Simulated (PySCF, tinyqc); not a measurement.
Coupled-perturbed Hartree-Fock on RHF in the sto-3g basis, for CH+, spin multiplicity 1, step by step. The lowest restricted solution is unstable here: a spin-polarised one lies 0.0145 hartree lower (PySCF). One step of it, computed by the program tinyqc.

Task: Iteration 1: building the Fock matrix. J_ij = sum D_kl (ij|kl), K_ij = sum D_kl (ik|jl); F = H + J - 0.5 K; E = tr D H + tr D J / 2 - 0.25 tr D K + E_nn.

D at the start, lower triangle:
```
            1C 1s      1C 2s    1C 2px    1C 2py     1C 2pz     2H 1s
1C 1s    2.141082
1C 2s   -0.597184   2.513491
1C 2px   0.000000   0.000000  0.000000
1C 2py   0.000000   0.000000  0.000000  0.000000
1C 2pz  -0.064286   0.389599  0.000000  0.000000   2.387599
2H 1s    0.096370  -0.395758  0.000000  0.000000  -0.455903  0.129233
```

core Hamiltonian H = T + V (hartree), lower triangle:
```
             1C 1s      1C 2s     1C 2px     1C 2py     1C 2pz      2H 1s
1C 1s   -18.296142
1C 2s    -4.410874  -5.228691
1C 2px    0.000000   0.000000  -4.131543
1C 2py    0.000000   0.000000   0.000000  -4.131543
1C 2pz   -0.020530  -0.197231   0.000000   0.000000  -4.282223
2H 1s    -1.410932  -2.656134   0.000000   0.000000  -2.096906  -3.571206
```

Two-electron integrals (ij|kl) in chemists' order, unique and non-zero (hartree):
```
(11|11) 3.541948   (21|11) 0.576921   (21|21) 0.111888   (22|11) 0.854682
(22|21) 0.205284   (22|22) 0.624709   (31|31) 0.020296   (32|31) 0.030858
(32|32) 0.137996   (33|11) 0.852436   (33|21) 0.205335   (33|22) 0.624568
(33|33) 0.672833   (41|41) 0.020296   (42|41) 0.030858   (42|42) 0.137996
(43|43) 0.036269   (44|11) 0.852436   (44|21) 0.205335   (44|22) 0.624568
(44|33) 0.600295   (44|44) 0.672833   (51|51) 0.020296   (52|51) 0.030858
(52|52) 0.137996   (53|53) 0.036269   (54|54) 0.036269   (55|11) 0.852436
(55|21) 0.205335   (55|22) 0.624568   (55|33) 0.600295   (55|44) 0.600295
(55|55) 0.672833   (61|11) 0.184966   (61|21) 0.035587   (61|22) 0.064946
(61|33) 0.064728   (61|44) 0.064728   (61|51) 0.002190   (61|52) 0.004020
(61|55) 0.065402   (61|61) 0.011577   (62|11) 0.387196   (62|21) 0.093965
(62|22) 0.308232   (62|33) 0.301426   (62|44) 0.301426   (62|51) 0.008890
(62|52) 0.057637   (62|55) 0.321573   (62|61) 0.031029   (62|62) 0.189428
(63|31) 0.010230   (63|32) 0.051737   (63|53) 0.011717   (63|63) 0.025257
(64|41) 0.010230   (64|42) 0.051737   (64|54) 0.011717   (64|64) 0.025257
(65|11) 0.308538   (65|21) 0.075939   (65|22) 0.264191   (65|33) 0.250764
(65|44) 0.250764   (65|51) 0.016576   (65|52) 0.098218   (65|55) 0.290772
(65|61) 0.026431   (65|62) 0.193364   (65|65) 0.219137   (66|11) 0.516247
(66|21) 0.127431   (66|22) 0.469327   (66|33) 0.444471   (66|44) 0.444471
(66|51) 0.016633   (66|52) 0.138517   (66|55) 0.518563   (66|61) 0.042895
(66|62) 0.348238   (66|65) 0.395027   (66|66) 0.774606
```

nuclear repulsion = 3.20713461 hartree

Give: Coulomb J; exchange K; Fock matrix F; total energy of this density.

Result:

Coulomb J (hartree), lower triangle:
```
          1C 1s    1C 2s  1C 2px  1C 2py  1C 2pz   2H 1s
1C 1s   10.5926
1C 2s    1.9875   4.2345
1C 2px   0.0000   0.0000  4.1857
1C 2py   0.0000   0.0000  0.0000  4.1857
1C 2pz   0.0019  -0.0129  0.0000  0.0000  4.3162
2H 1s    0.6349   2.0278  0.0000  0.0000  1.7059  2.9492
```

exchange K (hartree), lower triangle:
```
         1C 1s    1C 2s  1C 2px  1C 2py  1C 2pz   2H 1s
1C 1s   7.2312
1C 2s   1.2236   1.6401
1C 2px  0.0000   0.0000  0.3936
1C 2py  0.0000   0.0000  0.0000  0.3936
1C 2pz  0.0003  -0.0037  0.0000  0.0000  1.6486
2H 1s   0.4064   0.7590  0.0000  0.0000  0.5819  0.6069
```

Fock matrix F (hartree), lower triangle:
```
           1C 1s    1C 2s   1C 2px   1C 2py   1C 2pz    2H 1s
1C 1s   -11.3191
1C 2s    -3.0352  -1.8143
1C 2px    0.0000   0.0000  -0.1427
1C 2py    0.0000   0.0000   0.0000  -0.1427
1C 2pz   -0.0188  -0.2083   0.0000   0.0000  -0.7903
2H 1s    -0.9793  -1.0078   0.0000   0.0000  -0.6820  -0.9254
```

total energy of this density = -36.916840 hartree
